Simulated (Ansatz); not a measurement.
Process, species as SMILES: CN (CH3-NH2) + [H][H] (H2) → C (CH4) + N (NH3)
B3LYP-D3(BJ)/def2-TZVP geometries, fixed; electronic energies without zero-point terms.

Basis-set convergence of the energy of full hydrogenation at CCSD(T) with Ansatz (a program for electronic structure). All functions are spherical. Cores are frozen. No added dispersion term, no relativity. Functions are those of the species that has most. Reference: Hartree-Fock in cc-pVQZ plus the correlation part extrapolated as X^-3 from cc-pVTZ and cc-pVQZ, -26.57 kcal/mol, itself unsure by roughly 0.02 kcal/mol (a third of the extrapolation step and of the last Hartree-Fock step). Deviations are taken from unrounded values. Cost is core time over that of cc-pVDZ, rough, on shared machines of one kind.

```tsv
basis	functions	energy of full hydrogenation (kcal/mol)	minus reference (kcal/mol)	cost
cc-pVDZ	53	-24.86	1.72	1×
aug-cc-pVDZ	91	-26.68	-0.10	2×
aug-pcseg-1	91	-26.86	-0.28	2×
cc-pVTZ	130	-26.50	0.07	4×
jun-cc-pV(T+d)Z	148	-26.89	-0.32	5×
aug-cc-pVTZ	207	-26.81	-0.24	20×
aug-pcseg-2	207	-26.66	-0.09	20×
cc-pVQZ	260	-26.56	0.01	30×
```

The smallest set listed that lies within 1 kcal/mol of the reference with all its larger relatives (same family, alike in diffuse functions; a set with none counts only in the reference's own line) is aug-cc-pVDZ (91 functions, 2× in cost, -0.10 kcal/mol off), level with aug-pcseg-1.
